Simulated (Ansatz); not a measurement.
**C₅H₁₂S: one species, many methods**

Aim: compute C₅H₁₂S with functionals from several rungs and with coupled cluster, and see how far each lands from CCSD(T) at the basis-set limit for the atomisation energy.

Method: functionals in def2-TZVPP, the program's frozen cores in correlated methods; program: Ansatz 0.2.0, Gaussian basis.

The runs, in order: PBE-D4, r2SCAN-D4, PBE0-D4, B3LYP-D4, ωB97X-V, ωB97M-V, B2PLYP; CCSD(T)/def2-TZVPP; MP2/def2-QZVPP; extrapolation to the limit.

## 1. The geometry

All runs share one geometry, relaxed beforehand with PBE0-D4 in a triple-zeta def2 set.

SMILES `CC(C)C(C)S`, 18 atoms, charge 0, spin multiplicity 1.

Atoms are counted from 1 here; the program's logs count them from 0.

Bond lengths: C1–C2 1.520 Å, C1–H7 1.094 Å, C1–H8 1.092 Å, C1–H9 1.092 Å, C2–C3 1.524 Å, C2–C4 1.537 Å, C2–H10 1.096 Å, C3–H11 1.094 Å, C3–H12 1.093 Å, C3–H13 1.093 Å, C4–C5 1.519 Å, C4–S6 1.823 Å, C4–H14 1.096 Å, C5–H15 1.090 Å, C5–H16 1.093 Å, C5–H17 1.093 Å, S6–H18 1.343 Å. Angles: C2–C1–H7 111.6°, C2–C1–H8 110.3°, C2–C1–H9 111.6°, H7–C1–H8 107.3°, H7–C1–H9 108.4°, H8–C1–H9 107.5°, C1–C2–C3 110.8°, C1–C2–C4 113.5°, C1–C2–H10 107.7°, C3–C2–C4 110.9°, C3–C2–H10 107.8°, C4–C2–H10 105.8°, C2–C3–H11 111.5°, C2–C3–H12 110.5°, C2–C3–H13 111.7°, H11–C3–H12 107.7°, H11–C3–H13 108.0°, H12–C3–H13 107.3° and more.

## 2. PBE-D4 (GGA)

File in.yaml:

```yaml
crystal:
  periodic: [false, false, false]
  atoms:
    - {symbol: C, position_ang: [-0.326482, 0.414913, 1.544586]}
    - {symbol: C, position_ang: [0.526784, -0.348405, 0.544386]}
    - {symbol: C, position_ang: [0.052103, -1.791183, 0.418254]}
    - {symbol: C, position_ang: [0.605110, 0.325787, -0.834178]}
    - {symbol: C, position_ang: [-0.730100, 0.516943, -1.531742]}
    - {symbol: S, position_ang: [1.555958, 1.880899, -0.801610]}
    - {symbol: H, position_ang: [-1.375415, 0.446227, 1.237100]}
    - {symbol: H, position_ang: [-0.288996, -0.070351, 2.522584]}
    - {symbol: H, position_ang: [0.025710, 1.440574, 1.673925]}
    - {symbol: H, position_ang: [1.553227, -0.365922, 0.927038]}
    - {symbol: H, position_ang: [0.647771, -2.347625, -0.310765]}
    - {symbol: H, position_ang: [0.135355, -2.305948, 1.378438]}
    - {symbol: H, position_ang: [-0.995418, -1.846651, 0.110205]}
    - {symbol: H, position_ang: [1.237200, -0.308637, -1.465901]}
    - {symbol: H, position_ang: [-0.582587, 0.922595, -2.533029]}
    - {symbol: H, position_ang: [-1.369146, 1.212326, -0.982462]}
    - {symbol: H, position_ang: [-1.265783, -0.431678, -1.622599]}
    - {symbol: H, position_ang: [0.594709, 2.656145, -0.274251]}
basis:
  gaussian: {orbitals: def2-TZVPP}
hamiltonian: {xc: pbe, dispersion: d4}
output: {forces: true, orbitals: {seedname: orbitals}}
```

Run with:

```
> ansatz run in.yaml --threads 2 --pin off --events-out ev --progress --plain --max-ram 32768MiB --backend cuda --devices 0, --max-vram 18GiB
```

Further steps of the session: r2SCAN-D4 (meta-GGA); PBE0-D4 (hybrid); B3LYP-D4 (hybrid); ωB97X-V (range-separated); ωB97M-V (range-separated); B2PLYP (double hybrid); CCSD(T) in def2-TZVPP; MP2 in def2-QZVPP.

Before running them: what should the planned runs give, taken together? Wanted: atomisation energy, CCSD(T)/CBS; farthest; mean size of error, hybrid; mean size of error, range-separated; gap, smallest and largest; T1 diagnostic; triples share of the correlation energy.

**Answer**, as computed:

| quantity | value |
| --- | --- |
| atomisation energy, CCSD(T)/CBS | 6926.7 kJ/mol |
| functionals within 34.6 kJ/mol (0.5 %) | r2SCAN-D4, B3LYP-D4, ωB97X-V, ωB97M-V |
| farthest | PBE-D4 (+114.7 kJ/mol) |
| mean size of error, hybrid | 23.4 kJ/mol |
| mean size of error, range-separated | 16.8 kJ/mol |
| gap, smallest and largest | 5.13 eV (PBE-D4), 11.69 eV (ωB97X-V) |
| T1 diagnostic | 0.0093 |
| triples share of the correlation energy | 4.0 % |

**Reading.** PBE-D4 misses by +114.7 kJ/mol. Double hybrids carry the basis error of their MP2 part in triple zeta, and no dispersion term here, so their miss is partly the set-up's. Misses under about 34.6 kJ/mol are within the doubt on the reference itself, which lacks core-valence correlation, relativity and higher excitations. Hartree-Fock recovers 75 % of the binding; the rest is correlation. The gap grows from 5.1 to 11.7 eV across the functionals, mostly with the share of exact exchange.
